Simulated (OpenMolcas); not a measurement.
**ROCCSD(T)/ANO-R1 (sfX2C) run of HO2 (hydroperoxy)**

Aim: the vertical doublet–quartet gap of HO2 (hydroperoxy) at ROCCSD(T)/ANO-R1 (sfX2C), from 2 runs. 

The calculation is run with OpenMolcas 26.06.

2 further runs of the same task are left out: 1 for a known fault of the program, 1 that didn't finish.

### Step 1. Starting point

HO2 has 3 atoms, charge 0, and is taken as a doublet. SMILES: `[O]O`. The coordinates come from a GFN2-xTB relaxation.

Bond lengths: O1–O2 1.302 Å, O2–H3 0.983 Å. Angles: O1–O2–H3 108.4°.

### Step 2. The energy at ROCCSD(T)/ANO-R1 (sfX2C)

job.inp

```
* HO2 CCSD(T)
&GATEWAY
Coord
3
bohr
O     -0.69250904     1.79053440    -0.17795551
O     -0.45317522    -0.65490349    -0.31832437
H      1.14568426    -1.13563091     0.49627987
Basis=ANO-R1
Group=NoSym
&SEWARD
&SCF
UHF
Spin=2
PrOrbitals=1 1
&RASSCF
FileOrb=$Project.UnaOrb
Spin=2
Nactel=1 0 0
Inactive=8
Ras2=1
OutOrbitals=Canonical
OrbListing=Nothing
&MOTRA
JobIph
Frozen=2
&CCSDT
CCT
Triples=3
Iterations=50
Extrapolation=5 4
```

The run is started by

```sh
export MOLCAS_MEM=1860
pymolcas job.inp > job.log
```

The log of the run:

```text
--- Start Module: gateway ---
[...]
--- Stop Module: gateway /rc=_RC_ALL_IS_WELL_ ---
[...]
      Basis functions           33
[...]
       Convergence after  17 Iterations
[...]
::    Total SCF energy                               -150.3313286637
[...]
      Total spin, S                                     0.5050498295
[...]
      Number of active orbitals                  1
[...]
      Spin quantum number                      0.5
[...]
      Active orbitals                            1
[...]
      Number of CSFs                             1
[...]
      Number of root(s) required                 1
[...]
      Convergence after  8 iterations
[...]
      printout of CI-coefficients larger than  0.05 for root  1
      energy=    -150.325064
      conf/sym  1     Coeff  Weight
             1  u   1.00000 1.00000
      Natural orbitals and occupation numbers for root  1
      sym 1:   1.000000
      ************************************************************************************************************************
      *                                                    Final results                                                     *
[...]
::    RASSCF root number  1 Total energy:   -150.32506376
[...]
      Total electronic charge=   17.000000
      Total            charge=   -0.000000
[...]
      Dipole Moment (debye):
      Origin of the operator (angstrom)=   -0.2754    0.2729   -0.1193
                   X=  1.6601E+00               Y= -8.8857E-01               Z=  8.0276E-01           Total=  2.0469E+00
      Quadrupole Moment (debye*angstrom):
[...]
--- Start Module: motra ---
[...]
      *** WARNING: Default frozen orbitals is overwritten by user input.
      *** Default values:   2
[...]
--- Stop Module: motra /rc=_RC_ALL_IS_WELL_ ---
--- Start Module: ccsdt ---
[...]
      Convergence after                    13  Iterations
      Total energy (diff) :    -150.68995780       0.00000004
[...]
 METHOD                       : CCSD+T(CCSD)+<T3(1)WT1>+<T3(1)UT2> = CCSD(T)
[...]
       CCSD     =      -150.6899578026225
[...]
--- Stop Module: ccsdt /rc=_RC_ALL_IS_WELL_ ---
[...]
```

It took 3.6 s on 1 thread of Arm Neoverse V2, shared host; peak memory 0.38 GiB.

### Step 3. The quartet

job.inp

```
&GATEWAY
 COORD
 3
 bohr
 O     -0.69250904     1.79053440    -0.17795551
 O     -0.45317522    -0.65490349    -0.31832437
 H      1.14568426    -1.13563091     0.49627987
 BASIS
 ANO-R1
 GROUP
 NoSym

&SEWARD

&SCF
 UHF
 SPIN
 4
 PRORBITALS
 1 1

&RASSCF
 FILEORB
 $Project.UnaOrb
 SPIN
 4
 NACTEL
 3 0 0
 INACTIVE
 7
 RAS2
 3
 OUTORBITALS
 Canonical
 ORBLISTING
 Nothing

&MOTRA
 JOBIPH
 FROZEN
 2

&CCSDT
 CCT
 TRIPLES
 3
 ITERATIONS
 50
 EXTRAPOLATION
 5 4
```

The run is started by

```sh
export MOLCAS_MEM=1860
pymolcas job.inp > job.log
```

The log of the run:

```text
--- Start Module: gateway ---
[...]
--- Stop Module: gateway /rc=_RC_ALL_IS_WELL_ ---
[...]
      Basis functions           33
[...]
       Convergence after  22 Iterations
[...]
::    Total SCF energy                               -150.0995620129
[...]
      Total spin, S                                     1.5094372460
[...]
      Number of active orbitals                  3
[...]
      Spin quantum number                      1.5
[...]
      Active orbitals                            3
[...]
      Number of CSFs                             1
[...]
      Number of root(s) required                 1
[...]
      Convergence after 15 iterations
[...]
      printout of CI-coefficients larger than  0.05 for root  1
      energy=    -150.081542
      conf/sym  111     Coeff  Weight
             1  uuu   1.00000 1.00000
      Natural orbitals and occupation numbers for root  1
      sym 1:   1.000000   1.000000   1.000000
      ************************************************************************************************************************
      *                                                    Final results                                                     *
[...]
::    RASSCF root number  1 Total energy:   -150.08154156
[...]
      Total electronic charge=   17.000000
      Total            charge=   -0.000000
[...]
      Dipole Moment (debye):
      Origin of the operator (angstrom)=   -0.2754    0.2729   -0.1193
                   X=  1.2037E+00               Y=  6.5845E-01               Z=  7.2602E-01           Total=  1.5522E+00
      Quadrupole Moment (debye*angstrom):
[...]
--- Start Module: motra ---
[...]
      *** WARNING: Default frozen orbitals is overwritten by user input.
      *** Default values:   2
[...]
--- Stop Module: motra /rc=_RC_ALL_IS_WELL_ ---
--- Start Module: ccsdt ---
[...]
      Convergence after                    22  Iterations
      Total energy (diff) :    -150.45847782       0.00000002
[...]
 METHOD                       : CCSD+T(CCSD)+<T3(1)WT1>+<T3(1)UT2> = CCSD(T)
[...]
       CCSD     =      -150.4584778151963
[...]
--- Stop Module: ccsdt /rc=_RC_ALL_IS_WELL_ ---
[...]
```

Run time: 4.2 s. Hardware: 1 thread of Arm Neoverse V2, shared host; peak memory 0.38 GiB.

### Step 4. Outcome

At ROCCSD(T)/ANO-R1 (sfX2C), 2 core orbitals frozen:

```
                                        quantity          value
                           doublet: total energy  -150.69942 Eh
                         doublet: (T) correction      -9.46 mEh
                           quartet: total energy  -150.46992 Eh
                         quartet: (T) correction     -11.44 mEh
vertical energy of the quartet above the doublet       6.245 eV
```

In words: At this shape the quartet lies 6.24 eV (603 kJ/mol) above the doublet.
